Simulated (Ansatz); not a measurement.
## BHPb2O4 (C2/m, No. 12; cell taken from a computed entry)

Level of theory: PBEsol (plane waves, PAW; Ansatz, a quantum-chemistry and plane-wave program).

Settings: plane-wave cutoff 520 eV, 8×8×6 k mesh (along the axes of the cell as run), Fermi–Dirac smearing 0.01 eV, scalar-relativistic PAW data made under PBE.

Cell (relaxed with PBEsol):

```
CELL_PARAMETERS angstrom
      6.45976    -2.83536     0.01238
      6.45976     2.83536     0.01238
     -3.33539     0.00000     6.58253
ATOMIC_POSITIONS crystal
  B  0.33070 0.33070 0.34431
  B  0.66930 0.66930 0.65569
  H  0.46229 0.46229 0.62227
  H  0.53771 0.53771 0.37773
  Pb 0.05819 0.05819 0.26796
  Pb 0.94181 0.94181 0.73204
  Pb 0.65613 0.65613 0.07378
  Pb 0.34387 0.34387 0.92622
  O  0.41029 0.41029 0.26867
  O  0.58971 0.58971 0.73133
  O  0.37178 0.37178 0.55545
  O  0.62822 0.62822 0.44455
  O  0.21493 0.21493 0.21467
  O  0.78507 0.78507 0.78533
  O  0.25443 0.74557 0.00000
  O  0.74557 0.25443 0.00000
```

For BHPb2O4 (C2/m, No. 12; cell taken from a computed entry), the band gap comes out as 2.92 eV, the smallest direct gap on the k points sampled is 3.14 eV and the direct gap at Γ is 3.99 eV.

Note: this cell isn't known to be the ambient phase, and symmetry holds it in the calculation.

Spin–orbit coupling is not included; with these elements it can move the gap by several tenths of an eV or more.

Computed values are for the static lattice.

The result took very roughly 7 core-minutes.
